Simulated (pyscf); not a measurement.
PySCF, gas phase, ωB97X-D3(BJ)/def2-SVP geometries.

**Question.** For the elementary gas-phase step [HO–Ta(OH)(Cl)–Cl]• (SMILES [OH][Ta]([OH])([Cl])[Cl]) -> [O=Ta(Cl)–Cl]• (SMILES [O]=[Ta]([Cl])[Cl]) + H₂O (SMILES O) (doublet surface; H–O, O–Ta broken, H–O formed), what barrier and reaction energy does ωB97M-D3(BJ)/def2-TZVP give, measured from the reactant's lowest minimum found?

**Answer.** ΔE‡ = 35.4 kcal/mol, ΔE = +36.1 kcal/mol. Zero-point energy shifts the barrier by -1.4 kcal/mol. It is an elimination, with an imaginary mode of 1623i cm⁻¹. On the reactant side the descent ends in a point that may be a rotor saddle (no frequency run), 1.8 kcal/mol over the lowest minimum found and 34.2 kcal/mol under the saddle at ωB97X-D3(BJ)/def2-TZVP. On the product side the descent ends in an adduct with a O–Ta contact, 24.1 kcal/mol under the separated species and 21.0 kcal/mol under the saddle at ωB97X-D3(BJ)/def2-TZVP. At ωB97M-D3(BJ) the saddle lies under the separated products, which points to a path from their complex (located at ωB97X-D3(BJ) alone), and parting the products costs more than the saddle. What is counted as broken (O–Ta) persists as a longer contact in the product adduct; parting that adduct is a step of its own. At the saddle there is also a short H–Ta contact that neither side keeps. This is the saddle that the search found; another between the same sides may lie lower. Open-shell species with a d-block atom are single-reference here; other states, and whether the spin sits on metal or ligand, were not checked. Elements past Kr carry the def2 core potentials, without spin-orbit coupling.
